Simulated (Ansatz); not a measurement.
Energy needed to pull apart SiH3O (SMILES O[SiH2]), doublet, into free ground-state atoms, from the structure below (displaced at random from a GFN2-xTB minimum); no zero-point or spin–orbit terms; open-shell atoms are treated unrestricted, in their ground-state multiplicity.

```
atom    x (Å)    y (Å)    z (Å)
  O1   0.4620  -0.3850   0.8053
 Si2  -0.0259   0.3766  -0.5400
  H3   0.7389  -1.3107   0.8712
  H4  -1.0881  -0.2045  -1.0679
  H5  -0.0019   1.6813  -0.1020
```

Program: Ansatz 0.2.0. Basis: def2-TZVPP. Cores are frozen in the correlated methods; orbitals are unrestricted.

```
   method  atomization energy (kJ/mol)
   PBE-D4                            ?
r2SCAN-D4                         1478
  PBE0-D4                         1445
 HSE06-D4                         1446
  LC-wPBE                         1458
  wB97M-V                         1470
       HF                         1052
      MP2                            ?
     CCSD                         1412
  CCSD(T)                         1429
```

(1) What does PBE-D4 give? (Judge from chemistry; the value comes from the calculation.)

(2) What does MP2 give? (To be estimated.)

The T1 diagnostic stays at or below 0.015. ⟨S²⟩ of the unrestricted Hartree–Fock references: 0.75 (a pure state has 0.75).

## Answers

(1) By the calculation: 1468 kJ/mol, which is about 39 kJ/mol more than CCSD(T)/def2-TZVPP.

(2) Computed: 1451 kJ/mol, which is about 22 kJ/mol more than CCSD(T)/def2-TZVPP.

In triple zeta the MP2 and coupled-cluster atomization energies are still short of their basis limit by a few kcal/mol a bond, whereas those of the functionals are nearly converged, so these differences are not deviations from converged CCSD(T).

For scale, one of the runs: CCSD(T)/def2-TZVPP forces, 115 basis functions (an equivalent command: `ansatz run in.yaml --threads 4`). The run took 25 s on 4 CPU threads (shared host), with 1.6 GiB of host memory at its peak.
